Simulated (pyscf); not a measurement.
## Hydrogen abstraction: HS–GeH₃ (SMILES [SH][GeH3]) + H• (SMILES [H]) → •S–GeH₃ (SMILES [S][GeH3]) + H₂ (SMILES [H][H])

Gas phase, doublet surface, charge 0. Bonds broken: S1–H3. Bonds formed: H3–H7. PySCF, gas phase, ωB97X-D3(BJ)/def2-SVP geometries.

Transition state (Å):

```xyz
7

S     -0.5840    -0.6489     0.7170
Ge    -2.1001     0.8409     0.0736
H      0.2245    -0.4608    -0.4191
H     -2.7291     0.4211    -1.2626
H     -3.1534     0.8448     1.1861
H     -1.4593     2.2291    -0.0670
H      0.8511    -0.1940    -1.4812
```

One imaginary mode, 910i cm⁻¹; descent along it reached the two sides named.

```
bond   change  reactant side (Å)  saddle  product side
-----  ------  -----------------  ------  ------------
S1–H3  breaks              1.347   1.407           3.0
H3–H7   forms                3.0   1.262         0.761
```

Electronic energies relative to the separated reactants (kcal/mol):

| level | barrier | reaction energy | reverse barrier |
|---|---|---|---|
| ωB97X-D3(BJ)/def2-TZVP | 3.5 | -14.2 | 17.7 |
| PBE/def2-TZVP | -0.5 | -13.7 | 13.3 |
| r²SCAN/def2-TZVP | -2.1 | -16.2 | 14.2 |
| B3LYP-D3(BJ)/def2-TZVP | -1.1 | -18.2 | 17.1 |
| PBE0-D3(BJ)/def2-TZVP | 0.8 | -13.2 | 14.0 |
| M06-2X/def2-TZVP | 4.1 | -15.3 | 19.3 |
| ωB97M-D3(BJ)/def2-TZVP | 3.5 | -14.4 | 17.9 |
| HF/def2-TZVP | 10.0 | -16.2 | 26.1 |

With ωB97M-D3(BJ)/def2-TZVP energies and thermal terms (ideal gas, 1 atm, RRHO with modes under 100 cm⁻¹ raised to 100, one conformer, R ln 2 for chiral ones without a mode under 150 cm⁻¹), in kcal/mol:

```json
[
 {"T (K)": "298", "ΔH‡": "2.0", "ΔG‡": "8.3", "ΔH": "-13.6", "ΔG": "-14.4"},
 {"T (K)": "600", "ΔH‡": "1.6", "ΔG‡": "14.9", "ΔH": "-13.8", "ΔG": "-15.1"},
 {"T (K)": "900", "ΔH‡": "1.4", "ΔG‡": "21.5", "ΔH": "-14.3", "ΔG": "-15.6"},
 {"T (K)": "1200", "ΔH‡": "1.3", "ΔG‡": "28.3", "ΔH": "-15.0", "ΔG": "-16.0"}
]
```

At PBE, r²SCAN, B3LYP-D3(BJ) this geometry lies under the reactants; that is no barrier but a single point on another level's saddle; such a level's own saddle, if it has one, lies nearer that side and is low. •S–GeH₃ lies 8.3 kcal/mol over its isomer HS–GeH₂• (electronic energy, ωB97M-D3(BJ)/def2-TZVP). This is the saddle that the search found; another between the same sides may lie lower. The angle at the transferred H is 173°. Elements up to Kr have no core potential and no relativistic terms here.
